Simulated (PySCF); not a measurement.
Delta-SCF ions had no search for a lower state. 

Cartesian coordinates (Å):
SMILES: [CH3-]
```xyz
4

C     -0.0120    -0.0029     0.2616
H      1.0158    -0.1321    -0.1395
H     -0.6110    -0.8040    -0.2214
H     -0.3796     0.9424    -0.1913
```
Charge -1, spin multiplicity 1.

### Question
What total energy, vertical detachment energy (Delta-SCF) and HOMO does ωB97X-D3(BJ)/def2-TZVPD in PySCF give?

### Answer

```
Quantity                                     Result
--------------------------------------  -----------
total energy                            -39.8712 Ha
vertical detachment energy (Delta-SCF)      0.44 eV
HOMO                                       -0.55 eV
```
